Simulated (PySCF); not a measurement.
# How does the dipole moment change from PBE0/6-31G to PBE0/def2-SVP?

Settings: PySCF, density fitting, no solvent, no relativity; the PBE0-D3(BJ)/def2-SVP geometry of a molecule is the same in every run. Shieldings use GIAOs. All basis functions are spherical. Magnitudes of the dipole are compared, for one conformer each. Basis functions per molecule: 53–82 in 6-31G, 90–137 in def2-SVP.

Dipole moment (D):

| molecule | PBE0/6-31G | PBE0/def2-SVP |
| --- | --- | --- |
| c1ccoc1 | 0.91 | 0.52 |
| CC(=O)CC(F)(F)F | 1.82 | 1.69 |
| COc1ccsc1 | 1.20 | 1.11 |
| CSc1ccco1 | 1.19 | 1.10 |
| C[C@@H]1NC[C@@H]1F | 1.10 | ? |
| COc1cccs1 | 0.99 | 1.13 |
| SCc1ccco1 | 2.14 | 1.47 |

Task: Predict the missing value of `C[C@@H]1NC[C@@H]1F` from the other molecules.

Result: The basis change moves the other 6 molecules by -0.21 D on average (standard deviation 0.28), which puts `C[C@@H]1NC[C@@H]1F` at 1.10 − 0.21 = 0.89 D. A straight line through the pairs, y = 0.661x + 0.26, gives 0.99 D. The run gave 0.99 D: the mean change misses by 0.10, the line by 0.00 D.

Task: Which of the two rules would one have trusted beforehand?

Result: Leaving out each listed molecule in turn and predicting it from the rest, the mean change misses by 0.260 D on average and the line by 0.314; so the mean change, and for `C[C@@H]1NC[C@@H]1F` it wasn't the closer one.

Task: Is the change the same for all, and does it alter the order of the molecules?

Result: Among the 6 molecules with both values given it runs from -0.67 D for `SCc1ccco1` to +0.14 D for `COc1cccs1`; `C[C@@H]1NC[C@@H]1F` moves by -0.11 D, inside this range. The change is not of one sign for all. Of the 15 pairs among the 6, 3 change order, the widest-spaced at PBE0/6-31G being `CC(=O)CC(F)(F)F` and `SCc1ccco1`, 0.32 D apart there.

The figures describe these molecules alone; neither level is taken as the truth.
